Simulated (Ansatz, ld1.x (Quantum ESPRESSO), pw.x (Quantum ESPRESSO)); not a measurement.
## Ti: does the PAW potential hold in the solid?

- Element: Ti (Z = 22)
- Generator: ld1.x (Quantum ESPRESSO) 7.5
- Type: PAW
- Functional: LDA (PW92)
- Relativity: scalar-relativistic
- Frozen core: [Ne]
- Valence charge: 12
- Reference configuration: 3s2 3p6 3d2 4s2 4p0
- Partial waves: 3s (bound): rcut 1.85, rcutus 2.15 bohr; 4s (bound): rcut 1.85, rcutus 2.15 bohr; 3p (bound): rcut 1.60, rcutus 2.15 bohr; 4p (bound, empty): rcut 1.60, rcutus 2.15 bohr; 3d (bound): rcut 2.10, rcutus 2.30 bohr; 3d channel at 2.15 Ry: rcut 2.10, rcutus 2.30 bohr
- Local potential: all-electron potential smoothed inside 2.25 bohr (lloc = -1)
- Core correction: none
- Augmentation charge: BESSEL, radius 1.75 bohr

Crystal test: diamond Ti in pw.x 7.5, no spin, 9³ k-points, Fermi–Dirac smearing 0.01 Ry, cutoffs 45/360 Ry. The reference is all-electron LAPW (Ansatz 0.2.0) with the same functional, mesh and smearing; V0 and B0 come from Birch–Murnaghan fits to the pressures at five volumes. Errors are pseudo minus all-electron; Δ is the rms difference of the E(V) curves that follow from these fits, minima aligned, over ±6 % about the mean V0. Mesh and smearing are coarse, so the numbers serve the comparison and aren't converged zero-temperature values; the lattice is a test structure that the element need not adopt.

| V (Å³/atom) | P all-electron (GPa) | P pseudo (GPa) |
| --- | --- | --- |
| 18.411 | 2.08 | 6.64 |
| 18.895 | 1.04 | 5.08 |
| 19.380 | 0.09 | 3.69 |
| 19.864 | -0.77 | 2.46 |
| 20.349 | -1.55 | 1.35 |

All-electron: a0 = 5.377 Å (V0 = 19.43 Å³/atom), B0 = 35.9 GPa.

Pseudopotential: mean pressure error (GPa): +3.66. The pressure does not cross zero within the volumes sampled, so no fit is given. The largest radius (2.30 bohr) exceeds half the bond length (2.20 bohr), so the spheres overlap, which is one possible source of error among others. This is a poor potential for the solid. Atomic configuration tests: 1 of 9 tests not solved or not reliable.

Question: At the middle volume, how do free energy and pressure move when the wave cutoff is lowered (ecutrho held at 360 Ry)?

Answer:

```tsv
cutoff (Ry)	shift of F (meV/atom)	shift of P (GPa)
20	+576.6	-10.29
27	+90.7	-3.60
36	+14.0	-0.02
```

The run at the middle volume (35 k-points, 11 iterations) took about 18 s on one core of a shared host (Neoverse-V2, 96 threads, 742 GiB, load 39).
